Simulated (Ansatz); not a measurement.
# AlHS (triplet): wave-function methods side by side, def2-TZVPP

One table from this session's results is given with a row withheld; the runs are named, their logs left out.

The runs use Ansatz 0.2.0, Gaussian basis; def2-TZVPP, core rule «outside noble gas», up to 10 orbitals frozen.

The runs, in order: UHF; ROHF; CCSD(T) on UHF.

2 further runs of the same task are left out: 2 set aside as unsound or not needed.

## What is computed

The geometry is a PBE0/def2-TZVP stationary point (not a proven minimum) of the parent state, kept for this charge and spin.

3 atoms, charge 0, spin multiplicity 3.

Atoms are counted from 1 here; the program's logs count them from 0.

Bond lengths: Al1–S2 1.999 Å, Al1–H3 1.569 Å. Angles: S2–Al1–H3 180.0°.

As a file:

```xyz
3

Al    0.0000    0.0000    0.1431
S     0.0000    0.0000   -1.8557
H     0.0000    0.0000    1.7126
```

The first run:

Input file in.yaml:

```yaml
crystal:
  periodic: [false, false, false]
  atoms:
    - {symbol: Al, position_ang: [0.000000, 0.000000, 0.143100]}
    - {symbol: S, position_ang: [0.000000, 0.000000, -1.855700]}
    - {symbol: H, position_ang: [0.000000, 0.000000, 1.712600]}
basis:
  gaussian: {orbitals: def2-TZVPP}
magnetization: {spin_polarized: true, initial_magnetization: 2}
hamiltonian: {xc: hf}
output: {orbitals: {seedname: orbitals}}
```

Launch:

```
> ansatz run in.yaml --threads 1 --pin off --events-out ev --progress --plain --max-ram 4096MiB --backend cpu
```

Steps of the session up to this table: UHF; ROHF; CCSD(T) on UHF.

One of the session's tables, all rows but one given; the rest of the session is left out.

```
  method  from UCCSD(T) (meV)
    ROHF              +6818.6
     UHF              +6635.8
    UMP2              +1215.0
   UCCSD                    ?
UCCSD(T)                    0
```

Estimate the missing values for UCCSD.

**Answer.** from UCCSD(T) (meV): +275.1. In the column «from UCCSD(T) (meV)» it lies between UCCSD(T) (0) and UMP2 (+1215.0).

Limits of these values: Warnings: coupled cluster took another determinant than the lowest.
